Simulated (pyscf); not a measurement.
PySCF, gas phase, ωB97X-D3(BJ)/def2-SVP geometries.

**Question.** For H₃C–CH₂–SiH₃ + hydrogen chloride (HCl) → H₃C–CH₂–SiH₂–Cl + hydrogen (H₂), a four-centre exchange (singlet surface; H–Si, Cl–H broken, Cl–Si, H–H formed), PBE/def2-TZVP gives ΔE‡ = 27.6 kcal/mol and ΔE = -19.0 kcal/mol (zero: the separated reactants). In which direction and how far do r²SCAN/def2-TZVP, M06-2X/def2-TZVP, ωB97M-D3(BJ)/def2-TZVP move these?

**Answer.** r²SCAN: ΔE‡ = 28.8 kcal/mol, ΔE = -20.9 kcal/mol; M06-2X: ΔE‡ = 32.0 kcal/mol, ΔE = -21.9 kcal/mol; ωB97M-D3(BJ): ΔE‡ = 33.2 kcal/mol, ΔE = -19.6 kcal/mol. PBE's barrier lies under all of them, by 1.2 to 5.6 kcal/mol. Its reaction energy lies over all of them, by 0.6 to 3.0 kcal/mol. H₃C–CH₂–SiH₃ lies 12.8 kcal/mol over its isomer H₃C–SiH₂–CH₃, and others may lie lower still (electronic energy, ωB97M-D3(BJ)). This is the saddle that the search found; another between the same sides may lie lower.
